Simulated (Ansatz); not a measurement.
# HOSSi: the cost of one run

Program: Ansatz 0.2.0. Level of theory: RHF/def2-SVP. These are calculated values, not measurements.

## 1. The starting structure

Bond lengths: O1–Si2 1.687 Å, O1–S3 1.745 Å, Si2–S3 2.235 Å, Si2–H4 1.508 Å. Angles: O1–Si2–S3 50.5°, O1–Si2–H4 100.5°, S3–Si2–H4 98.4°, Si2–O1–S3 81.2°, O1–S3–Si2 48.3°.

Structure file:

```xyz
4

O     0.5301    0.3426    0.9330
Si    0.4209    0.2712   -0.7490
S     0.0550   -1.3282    0.7680
H    -1.0060    0.7144   -0.9521
```

## 2. Relaxing the start

Input file input.yaml:

```yaml
crystal:
  periodic: [false, false, false]
  atoms:
    - { symbol: O, position_ang: [0.53006, 0.34258, 0.93304] }
    - { symbol: Si, position_ang: [0.42093, 0.27125, -0.74898] }
    - { symbol: S, position_ang: [0.05503, -1.32823, 0.76803] }
    - { symbol: H, position_ang: [-1.00601, 0.7144, -0.95209] }
total_charge: -1
basis:
  gaussian: { orbitals: def2-SVP }
hamiltonian:
  xc: hf
relax:
  f_tol: 0.02
  max_steps: 40
scf:
  lower_state_search: "off"
```

Run with:

```console
$ ansatz run input.yaml --threads 1 --pin off --max-ram 2048MiB --backend cpu --events-out ev --progress --plain --runs-dir out
```

**Question.** How long does this run take on 1 thread of Arm Neoverse V2, shared host, and how much memory does it need?

About 2.9 s, with a peak of 0.11 GiB.
